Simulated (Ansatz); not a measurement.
System: pyrite RuS2. Method: rVV10 (Ansatz, a first-principles code, PAW).

Settings: plane-wave cutoff 520 eV, 6×6×6 k mesh, Fermi–Dirac smearing 0.01 eV, no spin polarisation, scalar-relativistic PAW data made under PBE.

Cell (relaxed at this level):

Space group Pa-3 (No. 205); a = 5.7159 Å, b = 5.7159 Å, c = 5.7159 Å, α = 90.00°, β = 90.00°, γ = 90.00°

```
atom  site  symmetry       x       y       z
----  ----  --------  ------  ------  ------
Ru      4a      .-3.  0.0000  0.0000  0.0000
S       8c       .3.  0.3868  0.3868  0.3868
```

Predict the bulk modulus B0, band gap, smallest direct gap on the k points sampled and pressure derivative B′ of the bulk modulus.


- bulk modulus B0: 158 GPa
- band gap: 0.61 eV
- smallest direct gap on the k points sampled: 0.83 eV
- pressure derivative B′ of the bulk modulus: 4.8

Note: the bulk modulus comes from volumes at which shape and atoms were relaxed.

Spin–orbit coupling is not included.

Static lattice: no zero-point or thermal effects.

Cost on a shared machine: very roughly 10 core-minutes.
